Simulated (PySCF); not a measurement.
NaB: mean field, correlation and small terms against distance

State: ³Π, triplet, unpaired electrons σ ↑, π ↑. ROHF-based CCSD(T) in PySCF 2.14 with Na cc-pCVDZ, B aug-cc-pVDZ and Na cc-pCVTZ, B aug-cc-pVTZ (frozen core orbitals: 2; no relativity). Correlation energies are extrapolated as n⁻³ (n = 2, 3), Hartree–Fock as (n+1)·exp(−9√n). CV is the change on freezing 1 orbitals instead, in Na cc-pCVTZ, B cc-pwCVTZ. SR is the spin-free X2C energy in Na cc-pCVTZ-DK, B cc-pVTZ-DK less the non-relativistic one in Na cc-pCVTZ, B cc-pVTZ. All energies in eV from Na + B.

```
 R (Å)  HF/CBS  CCSD corr.      (T)       CV      SR   total
2.1988  -0.116      -0.410  -0.0653  -0.0127  0.0010  -0.603
2.2988  -0.248      -0.394  -0.0648  -0.0111  0.0018  -0.716
2.3987  -0.313      -0.385  -0.0649  -0.0097  0.0023  -0.770
2.4987  -0.330      -0.381  -0.0654  -0.0083  0.0027  -0.782
2.5986  -0.312      -0.382  -0.0660  -0.0072  0.0030  -0.764
2.7235  -0.260      -0.386  -0.0665  -0.0058  0.0031  -0.715
2.8485  -0.192      -0.389  -0.0651  -0.0046  0.0031  -0.647
```

A fit to the total gives Re = 2.4837 Å, De = 0.782 eV, ωe = 337.4 cm⁻¹, Be = 0.3671 cm⁻¹ (masses 22.9898 and 11.0093 u).

**Question.** At R = 2.4987 Å the CCSD correlation energy is -0.265399 hartree in the smaller basis and -0.351783 in the larger. Extrapolate it.

**Answer.** (3³·E3 − 2³·E2)/(3³ − 2³) = -0.38816 hartree; the larger basis holds 90.6 % of it.

The T1 diagnostic is 0.024. The state was picked by a PBE0 search and need not be the measured ground state. Spin–orbit coupling, excitations beyond (T) and corrections to the Born–Oppenheimer picture are left out.
